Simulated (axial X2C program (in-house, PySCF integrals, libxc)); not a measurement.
**Outer orbitals of BN at 1.317 Å, HF**

Calculated with an in-house relativistic program for diatomic molecules. Spin-free means the one-electron spin-free X2C Hamiltonian; two-component (2c) means X2C with spin–orbit coupling and atomic mean-field two-electron Coulomb and Gaunt terms, so the difference of the two also holds small scalar two-electron terms. Basis: N dyall-av3z [7s7p3d2f], B dyall-v3z [7s6p2d1f] (cores contracted in-house); Gaussian nuclei, density fitting, unrestricted open shells. Masses: N 14.003 u, B 11.009 u.

The distance is close to the 2c PBE0 minimum; the highest filled and lowest empty levels are listed.

Spin-free orbitals, state M_S = 1, Λ = 1 (beyond evenly filled blocks: σα, π+α, π+β, π-α) (Löwdin shares):

```json
{"symmetry": "σα", "occupied": "yes", "ε (eV)": "-31.12", "atomic character": "55% N s, 18% B p, 15% B s"}
{"symmetry": "σβ", "occupied": "yes", "ε (eV)": "-27.81", "atomic character": "55% N s, 19% B p, 15% B s"}
{"symmetry": "σα", "occupied": "yes", "ε (eV)": "-16.17", "atomic character": "51% N p, 24% B s, 10% B p"}
{"symmetry": "σβ", "occupied": "yes", "ε (eV)": "-13.92", "atomic character": "72% N p, 12% N s, 8% B s"}
{"symmetry": "σα", "occupied": "yes", "ε (eV)": "-13.47", "atomic character": "39% B p, 30% N p, 18% B s"}
{"symmetry": "π-α", "occupied": "yes", "ε (eV)": "-12.97", "atomic character": "65% N p, 28% B p, 4% B d"}
{"symmetry": "π+α", "occupied": "yes", "ε (eV)": "-12.97", "atomic character": "65% N p, 28% B p, 4% B d"}
{"symmetry": "π+β", "occupied": "yes", "ε (eV)": "-11.42", "atomic character": "68% N p, 24% B p, 5% B d"}
{"symmetry": "σβ", "occupied": "no", "ε (eV)": "-0.39", "atomic character": "33% B p, 27% B s, 26% N s"}
{"symmetry": "π-β", "occupied": "no", "ε (eV)": "0.00", "atomic character": "50% N p, 46% B p"}
{"symmetry": "π-α", "occupied": "no", "ε (eV)": "1.92", "atomic character": "52% B p, 32% N p, 9% B d"}
{"symmetry": "π+α", "occupied": "no", "ε (eV)": "1.92", "atomic character": "52% B p, 32% N p, 9% B d"}
```

Spinors with spin–orbit coupling (state Ω = 2):

| ω | occupied | ε (eV) | atomic character | λ mixture |
| --- | --- | --- | --- | --- |
| 1/2 | yes | -31.12 | 55% N s, 18% B p, 15% B s | 100% σ |
| -1/2 | yes | -27.81 | 55% N s, 19% B p, 15% B s | 100% σ |
| 1/2 | yes | -16.17 | 51% N p, 24% B s, 10% B p | 100% σ |
| -1/2 | yes | -13.92 | 72% N p, 12% N s, 8% B s | 100% σ |
| 1/2 | yes | -13.47 | 39% B p, 30% N p, 18% B s | 100% σ |
| -1/2 | yes | -12.97 | 65% N p, 28% B p, 4% B d | 100% π |
| 3/2 | yes | -12.96 | 65% N p, 28% B p, 4% B d | 100% π |
| 1/2 | yes | -11.43 | 68% N p, 24% B p, 5% B d | 100% π |
| -1/2 | no | -0.38 | 33% B p, 27% B s, 25% N s | 100% σ |
| -3/2 | no | 0.00 | 50% N p, 46% B p | 100% π |
| -1/2 | no | 1.92 | 52% B p, 32% N p, 9% B d | 100% π |
| 3/2 | no | 1.92 | 52% B p, 32% N p, 9% B d | 100% π |

Mulliken charges and populations of the two-component result (they depend on the basis, above all on diffuse functions):

N -0.22 e (s 3.71 p 3.46 d 0.04), B 0.22 e (s 3.18 p 1.50 d 0.08 f 0.01). ⟨Lz⟩ = 1.00 ħ and ⟨Sz⟩ = 1.00 ħ (0.38 and 0.62 on the two atoms), which add up to Ω.

One determinant describes the state; a PBE0 search over occupations chose it and may have missed a lower one. Other states lie close and PBE0, whose exact exchange favours high spin, may order them wrongly; the determinant shown need not be the ground state. The nearest other spin-free determinant of the search, M_S = 0, Λ = 1, lies 0.14 eV up at the distance of the search. With several unpaired electrons one determinant need not be a pure state. Open-shell Ω = 0 determinants with evenly filled partner blocks cannot be reached by this program, so the Ω shown need not be the lowest component. The determinant is spin-polarised beyond a pure state at some levels (its spin-free form has ⟨S²⟩ too high), which makes Re and μ there less reliable. The stretched end of a curve changes character and is left out.
